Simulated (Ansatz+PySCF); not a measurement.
Results of a calculation; reference values are marked as such.
This PySCF input gave a total energy of -76.00627 hartree.

```python
from pyscf import gto, scf

mol = gto.M(atom="""
O 0.000000 0.000000 -0.119660
H 0.000000 0.754170 0.478650
H 0.000000 -0.754170 0.478650
""", basis='aug-cc-pvdz', charge=-1, spin=1)
mf = scf.ROHF(mol)
mf.init_guess = 'minao'
mf.kernel()
while True:  # follow internal instabilities
    mo, _, stable, _ = mf.stability(return_status=True)
    if stable: break
    mf.kernel(mf.make_rdm1(mo, mf.mo_occ))
print(mf.converged, mf.e_tot, mf.spin_square()[0])
```

(1) Write an input for Ansatz with the same method and basis set.

## Answers

(1)

```yaml
crystal:
  periodic: [false, false, false]
  atoms:
    - { symbol: O, position_ang: [0.0, 0.0, -0.11966] }
    - { symbol: H, position_ang: [0.0, 0.75417, 0.47865] }
    - { symbol: H, position_ang: [0.0, -0.75417, 0.47865] }
basis:
  gaussian: { orbitals: aug-cc-pVDZ }
total_charge: -1
magnetization:
  initial_magnetization: 1
hamiltonian:
  xc: hf
```

Ansatz (development build ahead of 0.2.0) gave -76.00627 hartree, 0.00 meV from the first.
